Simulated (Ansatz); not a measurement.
We consider rutile PbO₂, described by PBEsol+SOC (PAW; Ansatz, a quantum-chemistry and plane-wave program).

Numerical settings: plane-wave cutoff 520 eV, 12×12×16 k mesh (along the axes of the cell as run), Fermi–Dirac smearing 0.05 eV, PAW data made under PBE.

Shape and atoms are relaxed at each volume.

Pressure at four volumes; x = ln(V/14.167 Å³). One pressure is withheld.

| V (Å³/atom) | x | P (GPa) |
|---|---|---|
| 13.601 | -0.0408 | ? |
| 13.884 | -0.0202 | 2.69 |
| 14.167 | 0.0000 | 0.00 |
| 14.734 | 0.0392 | -4.36 |

**Question.** Pass a parabola P(x) through the three rows shown, estimate the bulk modulus and its pressure derivative near zero pressure, and predict the withheld pressure.

**Answer.** Slopes between the rows: (0.00 − (2.69))/(0.0000 − (-0.0202)) = -133.17 and (-4.36 − (0.00))/(0.0392 − (0.0000)) = -111.22 GPa. Their difference over the span 0.0594 is c = 21.95/0.0594 = 369.5 GPa, so P(x) = 2.69 + (-133.17)(x − (-0.0202)) + 369.5 (x − (-0.0202))(x − (0.0000)). At the middle row B = −dP/dx = −[-133.17 + 369.5 × 0.0202] = 125.7 GPa, and B′ = dB/dP = 2c/B = 5.9. At x = -0.0408 the parabola gives 5.74 GPa; the run gives 5.76 GPa. The Birch–Murnaghan fit to the energies at all volumes has B0 = 125 GPa and B′ = 5.9.

Note: the bulk modulus comes from volumes at which shape and atoms were relaxed.
